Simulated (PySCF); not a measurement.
Potential energy of AlB along the bond

Set-up: PySCF, no relativity, basis sets Al def2-TZVPP, B def2-TZVPP. Energies in eV from Al + B in their ground configurations at the same level. All curves are PBE0. state 1: ³Σ⁻ (triplet), unpaired electrons π ↑↑; state 2: ³Π (triplet), unpaired electrons σ ↑, π ↑, a second solution, started from another occupation; state 3: Ms = 0 determinant of mixed spin (⟨S²⟩ near 1.0), unpaired electrons σ ↑, π ↓, a second solution, started from another occupation; state 4: Ms = 0 determinant of mixed spin (⟨S²⟩ near 1.0), unpaired electrons π ↑↓, a mixture of terms (⟨Lz²⟩ = 2.0), a second solution, started from another occupation.

| R (Å) | state 1 | state 2 | state 3 | state 4 |
| --- | --- | --- | --- | --- |
| 1.745 | -1.481 | -0.474 | -0.305 | -1.129 |
| 1.826 | -1.849 | -1.096 | -0.931 | -1.525 |
| 1.907 | -2.051 | -1.521 | -1.360 | -1.755 |
| 1.968 | -2.121 | -1.740 | -1.581 | -1.845 |
| 2.029 | -2.139 | -1.892 | -1.735 | -1.882 |
| 2.090 | -2.117 | -1.990 | -1.835 | -1.876 |
| 2.171 | -2.042 | -2.055 | -1.902 | -1.820 |
| 2.272 | -1.901 | -2.059 | -1.908 | -1.697 |
| 2.394 | -1.691 | -1.987 | -1.838 | -1.504 |
| 2.557 | -1.387 | -1.816 | -1.668 | -1.216 |

Put a parabola through the three lowest points of the state 1 curve and estimate Re, k and ωe (reduced mass 7.819 u; 1 eV/Å² = 0.16022 mdyn/Å; ωe = 1302.8·√(k/μ) cm⁻¹).

Through R = 1.968, 2.029, 2.09 Å the second-order coefficient is 5.37 eV/Å², so Re ≈ 2.026 Å, k ≈ 1.72 mdyn/Å and ωe ≈ 611 cm⁻¹. A polynomial fit of higher order to the unrounded PBE0 energies gives Re = 2.023 Å, k = 1.76 mdyn/Å, ωe = 619 cm⁻¹; anharmonicity and rounding make the difference.

The higher-order fit for each curve: state 1: Re = 2.023 Å, ωe = 619 cm⁻¹, De = 2.14 eV; state 2: Re = 2.226 Å, ωe = 489 cm⁻¹, minimum 2.07 eV below the ground-state fragments; state 3: Re = 2.228 Å, ωe = 489 cm⁻¹, minimum 1.91 eV below the ground-state fragments; state 4: Re = 2.050 Å, ωe = 599 cm⁻¹, minimum 1.88 eV below the ground-state fragments.

The state is the lowest determinant that a PBE0 search found; another state may lie lower at other levels.
